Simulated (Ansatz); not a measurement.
## CCSD(T) against full CI for several species

Each species is computed at the geometry given (Å), with frozen cores, in Ansatz 0.2.0: RHF-CCSD(T) for singlets, UHF-CCSD(T) otherwise, and full CI in the same basis. The program picks the determinant by a search with trial CCSD, so it needn't be the lowest Hartree–Fock solution. States: HNNa doublet A'', AlSi⁺ triplet Π, NH3⁺ doublet A', HOBe doublet Σ⁺ or Δ. Cases whose determinant has another symmetry than full CI's state, or lies over 0.5 eV above the lowest of its kind, whose (Q) step broke down or whose higher cluster runs on it stay over 0.1 eV above full CI weren't drawn.

Problem. Judging by size, spin and bonding, rank them by the size of CCSD(T)'s error in total energy against full CI in the same basis, smallest first (an estimate).
A. AlSi⁺, triplet, cc-pVDZ: Si 0.000 0.000 0.000; Al 0.000 0.000 3.079
B. HNNa, doublet, 6-31G: N 0.000 -0.166 1.935; Na 0.000 0.054 -1.305; H 0.000 1.073 2.875
C. NH3⁺, doublet, 6-31G: N 0.000 0.000 -0.067; H 0.939 0.013 0.314; H -0.483 0.808 0.306; H -0.461 -0.820 0.307
D. HOBe, doublet, 6-31G: O 0.000 0.000 0.146; Be 0.000 0.000 -1.236; H 0.000 0.000 1.090

Solution. C (8.5 meV), D (19.6 meV), A (29.5 meV), B (70.1 meV).

```csv
species,basis,correlated electrons,CCSD(T) − full CI (meV),CCSDT(Q) − full CI (meV),unpaired electrons (full CI),T1,⟨S²⟩ of the determinant
"NH3⁺, doublet",6-31G,7,8.5,0.1,1.01,0.007,0.76
"HOBe, doublet",6-31G,9,19.6,-2.4,1.02,0.020,0.75
"AlSi⁺, triplet",cc-pVDZ,6,29.5,0.6,2.11,0.024,2.05
"HNNa, doublet",6-31G,7,70.1,21.4,2.38,0.092,2.24
```

Unpaired electrons are Σ n²(2−n)² over natural occupations; an open shell counts its own unpaired electrons too. Frozen cores follow each run's orbitals, which moves totals by a few meV. No single determinant describes HNNa, doublet well, by full CI's occupations.
